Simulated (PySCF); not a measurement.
ethanethiol (C2H6S), SMILES CCS. Geometry: PBE-D3(BJ)/def2-TZVP. The values are those of a single conformer.

Computed equilibrium geometry at PBE-D3(BJ)/def2-TZVP (PySCF confirms it by a frequency run) as bond lengths and angles (one conformer of several):
Atoms: C1 C2 S3 H4 H5 H6 H7 H8 H9. Bonded distances (Å): C1–C2 1.522, C1–H4 1.102, C1–H5 1.100, C1–H6 1.098, C2–S3 1.830, C2–H7 1.100, C2–H8 1.099, S3–H9 1.354. Bond angles (°): C2–C1–H4 110.5, C2–C1–H5 111.0, C2–C1–H6 111.0, H4–C1–H5 107.8, H4–C1–H6 108.5, H5–C1–H6 107.8, C1–C2–S3 114.2, C1–C2–H7 110.9, C1–C2–H8 111.6, S3–C2–H7 103.8, S3–C2–H8 108.9, H7–C2–H8 107.0, C2–S3–H9 96.4.
Charge 0, spin multiplicity 1.
